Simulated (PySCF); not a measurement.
Oxygen: a sound run and one with changed settings

Sound run: O [He] 2s2 2p4, O+ [He] 2s2 2p3. Computed with PySCF 2.14 in 6-31G*, with the non-relativistic Hamiltonian (point nucleus). In the sound run the correlated levels freeze 1s2. The sound run starts from symmetry-adapted Hartree-Fock orbitals and uses a fine grid where one is needed.

Changed run: a valence shell is frozen. This setting is unsound on purpose.

| species | method | sound run (hartree) | changed run (hartree) | converged |
| --- | --- | --- | --- | --- |
| O | MP2 | -74.87816 | -74.82943 | yes |
| O | CCSD(T) | -74.89475 | -74.83727 | yes |
| O+ | MP2 | -74.40172 | -74.35489 | yes |
| O+ | CCSD(T) | -74.41769 | -74.35799 | yes |

Ionisation energy of O:

```
 method  sound run (eV)  changed run (eV)
    UHF          12.030            12.030
    MP2          12.965            12.913
SCS-MP2          12.965            13.005
   CCSD          12.973            13.037
CCSD(T)          12.981            13.042
```

Freezing a valence shell removes pair correlation that changes on ionisation.

For comparison, NIST gives 13.618 eV between the lowest levels.
